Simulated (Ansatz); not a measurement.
in.yaml

```yaml
crystal:
  periodic: [false, false, false]
  atoms:
    - {symbol: C, position_ang: [0.000000, 0.000000, 0.552818]}
    - {symbol: C, position_ang: [0.000000, 0.000000, -0.737775]}
    - {symbol: H, position_ang: [0.000000, -0.939613, 1.101979]}
    - {symbol: H, position_ang: [0.000000, 0.939613, 1.101979]}
basis:
  gaussian: {orbitals: cc-pVTZ}
magnetization: {spin_polarized: true, initial_magnetization: 0}
correlation: {method: ccsdt_q, electrons: outside_noble_gas}
```

```sh
$ ansatz run in.yaml --threads 2 --pin off --events-out ev --progress --plain --max-ram 24576MiB --backend cuda --devices 0, --max-vram 18GiB
```

The program prints:

```
1101 factors; integrals over basis functions are off by at most 1.9e-7 eV
mean field evaluation 1: about -2088.2276 eV, gradient 1.5e1 eV
mean field evaluation 2: about -2088.2303 eV, gradient 1.5e1 eV
mean field evaluation 4: about -2089.6256 eV, gradient 1.8e0 eV
mean field evaluation 8: about -2089.6690 eV, gradient 9.4e-4 eV
mean field evaluation 16: about -2089.6865 eV, gradient 5.0e-3 eV
mean field evaluation 32: about -2089.6690 eV, gradient 2.3e-4 eV
mean field evaluation 64: about -2089.6865 eV, gradient 1.6e-6 eV
mean field evaluation 96: about -2087.0395 eV, gradient 1.6e-3 eV
mean field evaluation 128: about -2087.0395 eV, gradient 4.6e-4 eV
mean field evaluation 160: about -2087.5446 eV, gradient 5.0e-2 eV
mean field -2089.68645734 eV, -76.7945608670 hartree, gradient 1.6e-6 eV, S^2 0.156595; 9 other end points of the search recorded, 0 dependent functions left out
determinant -2089.68645734 eV, -76.7945608670 hartree, with singles and doubles -2098.14461419 eV, -77.1053923981 hartree
determinant -2087.54587412 eV, -76.7158958845 hartree, with singles and doubles -2095.00910495 eV, -76.9901645586 hartree
determinant -2087.03947421 eV, -76.6972860309 hartree, with singles and doubles -2095.51867348 eV, -77.0088908567 hartree
determinant -2089.66900924 eV, -76.7939196612 hartree, with singles and doubles -2098.18982202 eV, -77.1070537550 hartree
2 core orbitals not correlated: weight in the atoms' cores, before any rotation towards them, 1.000 or more for the frozen orbitals, at most 0.000 for the correlated occupied ones
reference -2089.68645734 eV, -76.7945608670 hartree; 5, 5 occupied and 81, 81 virtual orbitals, 1101 factors
second order -7.54332759 eV of doubles, -0.00000000 eV of singles
...
cycle  14  -8.78724704 eV  change   -4.4e-5 eV  update   3.4e-5
cycle  15  -8.78726685 eV  change   -2.0e-5 eV  update   1.7e-5
cycle  16  -8.78725613 eV  change    1.1e-5 eV  update   8.8e-6
cycle  17  -8.78725867 eV  change   -2.5e-6 eV  update   3.9e-6
cycle  18  -8.78726197 eV  change   -3.3e-6 eV  update   2.0e-6
cycle  19  -8.78726252 eV  change   -5.6e-7 eV  update   1.2e-6
cycle  20  -8.78726517 eV  change   -2.6e-6 eV  update   7.7e-7
cycle  21  -8.78726608 eV  change   -9.1e-7 eV  update   4.2e-7
cycle  22  -8.78726657 eV  change   -4.9e-7 eV  update   2.9e-7
cycle  23  -8.78726713 eV  change   -5.6e-7 eV  update   1.7e-7
perturbative correction -0.02211099 eV, -0.0008125639 hartree
Total energy: -2098.49583547 eV, -77.1182995419 hartree
```

Ran on 2 threads of AMD EPYC 7R13 with a shared H100 80 GB, shared host: 32 s wall, 0.98 GiB peak host memory.
